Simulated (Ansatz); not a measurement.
# C3H6FN: a nudged elastic band in two tries

The task is a band of images between two relaxed ends. SMILES of the start: C=C(N)CF.

All numbers below are computed with Ansatz 0.2.0 (RKS B3LYP-D4/6-31G*).

### 1 The system as given

Bond lengths: C1–C2 1.341 Å, C2–N3 1.396 Å, C2–C4 1.504 Å, C4–F5 1.403 Å, C1–H6 1.086 Å, C1–H7 1.084 Å, N3–H8 1.014 Å, N3–H9 1.013 Å, C4–H10 1.097 Å, C4–H11 1.093 Å. Angles (14 of 15 angles, heavy atoms first): C1–C2–N3 125.8°, C1–C2–C4 121.4°, N3–C2–C4 112.5°, C2–C4–F5 109.6°, C2–C1–H6 122.0°, C2–C1–H7 120.8°, C2–N3–H8 112.3°, C2–N3–H9 114.4°, C2–C4–H10 110.8°, C2–C4–H11 111.2°, F5–C4–H10 106.8°, F5–C4–H11 108.7°, H6–C1–H7 117.2°, H8–N3–H9 111.3°.

Structure file:

```xyz
11

C    -0.7673    1.2833    0.1372
C    -0.0687    0.1728   -0.1413
N     0.5715   -0.1089   -1.3497
C    -0.0128   -0.9808    0.8214
F     1.3085   -1.4411    0.9268
H    -0.8695    2.0934   -0.5796
H    -1.2862    1.3902    1.0826
H     1.4109   -0.6637   -1.2213
H     0.7529    0.7042   -1.9265
H    -0.6140   -1.8227    0.4564
H    -0.3601   -0.6837    1.8145
```

### 2 First try

input.yaml

```yaml
crystal:
  periodic: [false, false, false]
  atoms:
    - { symbol: C, position_ang: [-0.767316, 1.283306, 0.137201] }
    - { symbol: C, position_ang: [-0.068668, 0.17282, -0.141337] }
    - { symbol: "N", position_ang: [0.571539, -0.108865, -1.349721] }
    - { symbol: C, position_ang: [-0.01284, -0.980794, 0.821405] }
    - { symbol: F, position_ang: [1.308542, -1.44109, 0.926798] }
    - { symbol: H, position_ang: [-0.869487, 2.093352, -0.57963] }
    - { symbol: H, position_ang: [-1.286218, 1.390224, 1.082614] }
    - { symbol: H, position_ang: [1.410903, -0.663655, -1.221345] }
    - { symbol: H, position_ang: [0.752916, 0.704228, -1.926474] }
    - { symbol: H, position_ang: [-0.613983, -1.82269, 0.456391] }
    - { symbol: H, position_ang: [-0.360088, -0.683735, 1.814497] }
magnetization:
  spin_polarized: true
  initial_magnetization: 1
basis:
  gaussian: { orbitals: "6-31G*" }
hamiltonian:
  xc: b3lyp
  dispersion: d4
neb:
  order_check: false
  images: 7
  f_tol: 0.05
  max_iterations: 8
  initial_path: idpp
  optimiser: lbfgs
  climbing: immediate
  final_atoms:
    - { symbol: C, position_ang: [-0.79753774, 1.27367936, 0.13467353] }
    - { symbol: C, position_ang: [0.01296221, 0.22787632, -0.09487227] }
    - { symbol: "N", position_ang: [0.86974622, 0.0949545, -1.17655689] }
    - { symbol: C, position_ang: [0.01749535, -0.95908611, 0.83344801] }
    - { symbol: F, position_ang: [1.30154767, -1.49640664, 0.94449729] }
    - { symbol: H, position_ang: [-0.88875334, 2.0973272, -0.56736522] }
    - { symbol: H, position_ang: [-1.38705031, 1.32754766, 1.04235316] }
    - { symbol: H, position_ang: [1.23863436, -0.8267924, -1.35845175] }
    - { symbol: H, position_ang: [0.6634077, 0.63796151, -2.00277147] }
    - { symbol: H, position_ang: [-0.62617548, -1.7569984, 0.43700548] }
    - { symbol: H, position_ang: [-0.33897662, -0.67696202, 1.82843911] }
```

On the command line:

```bash
$ ansatz run input.yaml --threads 1 --pin off --max-ram 2048MiB --backend cpu --events-out ev --progress --plain --runs-dir out
```

Before running it: what results should come out? Wanted: first try.

As calculated:

```
 quantity                                                                                                    value
first try                                                                                                  refused
    cause  the number of unpaired electrons doesn't fit the number of electrons: even goes with even, odd with odd
```

The fault in the first input was caught at the input check and cost nothing.
